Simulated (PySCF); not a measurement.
# One molecule, a ladder of functionals, a line

Molecule: SMILES C(Cl)(Cl)(Cl)Cl, CCl$_{4}$.

Structure with atom numbers: `[Cl:1][C:2]([Cl:3])([Cl:4])[Cl:5]`.

GIAO shieldings (ppm, equivalent atoms averaged) in PySCF on the PBE0-D3(BJ)/def2-SVP geometry, basis pcSseg-2, gas phase, non-relativistic:

| functional | exact exchange (%) | σ(Cl1/Cl3/Cl4/Cl5) | σ(C2) |
| --- | --- | --- | --- |
| BLYP | 0 | 244.6 | 23.9 |
| BP86 | 0 | 263.1 | 31.6 |
| PBE | 0 | 271.8 | 32.5 |
| B3LYP | 20 | 295.7 | 34.9 |
| PBE0 | 25 | 333.6 | 45.5 |
| mPW1PW91 | 25 | 330.5 | 44.1 |
| HF | 100 | 454.7 | 78.2 |

Question: Fit each shielding as a line in the percentage of exact exchange.

Answer: σ(Cl1/Cl3/Cl4/Cl5) = 266.0 + 1.95 x (rms 13.3 ppm); σ(C2) = 29.6 + 0.49 x (rms 3.5 ppm). The functionals also differ in their semilocal parts, which the line can't hold; Hartree–Fock has no correlation at all.

Question: What does the line predict for BHandHLYP (50 %), and what does the run give?

Answer: σ(Cl1/Cl3/Cl4/Cl5): 363.5 predicted, 358.7 computed; σ(C2): 54.1 predicted, 51.2 computed ppm.
